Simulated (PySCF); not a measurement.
**A rate constant, worked out**

An elementary step of BH₂ClO, closed shell (BH₂ClO ([OH][BH][Cl]) → BClO + H₂; B–H, O–H broken or loosened, H–H formed or tightened). The start structure is the reactant molecule, and the electronic barrier above it is 2.754 eV by CCSD(T) at an estimated basis limit (MP2 extrapolated from triple and quadruple zeta, plus CCSD(T) − MP2 in triple zeta). Program: PySCF 2.14 with density fitting (its default auxiliary sets; JK sets also for MP2 and CCSD(T)). Basis: def2-TZVPP and def2-QZVPP. Cores are frozen in the correlated methods. Extrapolation: Hartree–Fock as exp(−7.88 √X), correlation as X^−2.97. Harmonic wavenumbers (analytic Hessian with the translational sum rule) at PBE0-D4/def2-TZVP (PySCF 2.14 with density fitting (its default auxiliary sets; JK sets also for MP2 and CCSD(T))), in cm⁻¹:

Start: 390, 578, 763, 882, 998, 1167, 1372, 2642, 3883.

Saddle: 1514i, 433, 456, 739, 975, 1061, 1662, 2086, 2289.

Task: Work out the transition-state-theory rate constant at 400 K from these numbers alone (harmonic vibrations; rotation, path degeneracy and anharmonicity left out), and the Wigner tunnelling factor. Use 1 cm⁻¹ = 1.2398 × 10⁻⁴ eV and k_B = 8.617 × 10⁻⁵ eV/K.

Result: Zero-point energies, half the sums: start 12675/2 cm⁻¹ = 0.7857 eV; saddle, real modes only, 9701/2 cm⁻¹ = 0.6014 eV.
Barrier with zero-point energy: 2.754 + 0.6014 − 0.7857 = 2.5697 eV.
k_BT = 0.03447 eV, so the barrier is 74.55 k_BT.
Vibrational partition functions from the zero-point level, ln q = −Σ ln(1 − exp(−hν/k_BT)): start 0.576, saddle 0.581.
k = (k_BT/h) exp(ln q‡ − ln q) exp(−E0/k_BT), with log₁₀(k_BT/h in s⁻¹) = 12.92: log₁₀ k = 12.92 + (0.005 − 74.55)/2.3026 = -19.45, so k ≈ 4 × 10^(-20) s⁻¹.
Wigner factor: 1 + (hν‡/k_BT)²/24 = 1 + (5.45)²/24 = 2.24, too large for this simple formula to be trusted. A change of 1 kcal/mol (0.043 eV) in the barrier would change k by a factor of 3.5 at this temperature.

T1 diagnostic: at most 0.018.

Labels in which every atom is bracketed show which atoms are joined, not bond orders.

For scale, one of the runs: CCSD(T)/def2-TZVPP, 132 basis functions, launched by `OMP_NUM_THREADS=4 python run.py`. Hardware: 4 CPU threads of an Arm Neoverse V2, shared host. Wall time 46 s; peak host memory 0.72 GiB.
